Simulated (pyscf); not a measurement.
## Atom transfer: F–CH(F)–Si(F)(F)–F + F–Si•(F)–F → F–CH•–Si(F)(F)–F + silicon tetrafluoride (F–Si(F)(F)–F)

Gas phase, doublet surface, charge 0. Bonds broken: F9–C10. Bonds formed: Si5–F9. Single points on ωB97X-D3(BJ)/def2-SVP structures (PySCF, gas phase).

Transition state (Å):

```xyz
12

F     -1.8792    -1.6525     2.5887
Si    -1.4086    -0.8729     1.2555
F     -0.4345    -1.9431     0.5507
F     -2.7935    -0.5006     0.5410
Si    -0.3170     0.7206    -0.8337
F     -1.1472     2.0951    -0.8663
F      1.0116     0.8448    -1.7304
F     -1.1753    -0.3558    -1.6931
F      0.6103     1.0761     0.6751
C     -0.4933     0.5952     2.0041
F     -1.1707     1.6916     2.1987
H      0.3733     0.4962     2.6714
```

One imaginary mode, 718i cm⁻¹; descent along it reached the two sides named.

```json
[
 {"bond": "F9–C10", "change": "breaks", "reactant side (Å)": "1.371", "saddle": "1.793", "product side": "3.2"},
 {"bond": "Si5–F9", "change": "forms", "reactant side (Å)": "3.0", "saddle": "1.806", "product side": "1.601"}
]
```

Electronic energies relative to the separated reactants (eV):

| level | barrier | reaction energy | reverse barrier |
|---|---|---|---|
| ωB97X-D3(BJ)/def2-TZVP | 0.96 | -2.34 | 3.30 |
| PBE/def2-TZVP | 0.82 | -2.05 | 2.87 |
| r²SCAN/def2-TZVP | 0.74 | -2.34 | 3.08 |
| B3LYP-D3(BJ)/def2-TZVP | 0.98 | -2.30 | 3.28 |
| PBE0-D3(BJ)/def2-TZVP | 0.96 | -2.23 | 3.19 |
| M06-2X/def2-TZVP | 1.18 | -2.33 | 3.51 |
| ωB97M-D3(BJ)/def2-TZVP | 1.02 | -2.39 | 3.41 |
| HF/def2-TZVP | 2.12 | -2.64 | 4.76 |

With ωB97M-D3(BJ)/def2-TZVP energies and thermal terms (ideal gas, 1 atm, RRHO with modes under 100 cm⁻¹ raised to 100, one conformer, R ln 2 for chiral ones without a mode under 150 cm⁻¹), in eV:

| T (K) | ΔH‡ | ΔG‡ | ΔH | ΔG |
|---|---|---|---|---|
| 298 | 1.00 | 1.55 | -2.43 | -2.40 |
| 600 | 1.04 | 2.08 | -2.42 | -2.38 |
| 900 | 1.08 | 2.59 | -2.41 | -2.36 |
| 1200 | 1.11 | 3.09 | -2.40 | -2.35 |

This saddle turned up in a search for another step; its sides and bond changes are read from the two ends of the descent. One saddle was located; it need not be the lowest between these sides. The angle at the transferred F is 104°: a side-on saddle, likely not the lowest.
